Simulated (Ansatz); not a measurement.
## Zinc-blende CdS (metastable phase): elastic constant C11 by level of theory

No measured value is used here.

| level (code) | value (GPa) | cell (Å³/atom) |
|---|---|---|
| LDA (Ansatz) | (withheld) | 23.85 |
| PBE (Ansatz) | 66.6 | 26.02 |
| r²SCAN (Ansatz) | 72.8 | 25.38 |
| B3LYP (VWN-RPA form) (Ansatz) | 68.6 | 26.60 |
| HSE06 (Ansatz) | 73.5 | 25.48 |
| PBE0 (Ansatz) | (withheld) | 25.42 |

Q: Fill in the missing entries.

A: 
- LDA (Ansatz, a program for electronic structure), value (GPa): 81.7
- PBE0 (Ansatz), value (GPa): 74.3

Each level is taken at its own relaxed cell. Cutoffs and k meshes differ between the levels. Ansatz's density-functional and Hartree–Fock values are scalar-relativistic unless marked +SOC, with PAW data made under PBE.
